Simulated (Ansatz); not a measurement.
fcc Au was calculated with PBE (Ansatz, a quantum-chemistry and plane-wave program, plane waves, PAW).

Settings: plane-wave cutoff 520 eV, 20×20×20 k mesh, Fermi–Dirac smearing 0.1 eV, perturbation theory, scalar-relativistic PAW data made under PBE.

The cell has the measured lattice parameters. Conventional cell: a = 4.0786 Å, b = 4.0786 Å, c = 4.0786 Å, α = 90.00°, β = 90.00°, γ = 90.00°.

Space group Fm-3m (No. 225); a = 4.0786 Å, b = 4.0786 Å, c = 4.0786 Å, α = 90.00°, β = 90.00°, γ = 90.00°

| atom | site | symmetry | x | y | z |
|---|---|---|---|---|---|
| Au | 4a | m-3m | 0.0000 | 0.0000 | 0.0000 |
(The calculation used a cell of 1 atom; values per cell refer to that cell.)

Harmonic phonon frequencies (cm⁻¹; i marks an imaginary mode):

```
q point  frequencies
-------  -----------
X          92 92 158
L          62 62 162
W         90 126 126
```

No imaginary mode appears at these points.

Note: the cell isn't this level's own, so it is under some stress, which shifts stiffness and frequencies.
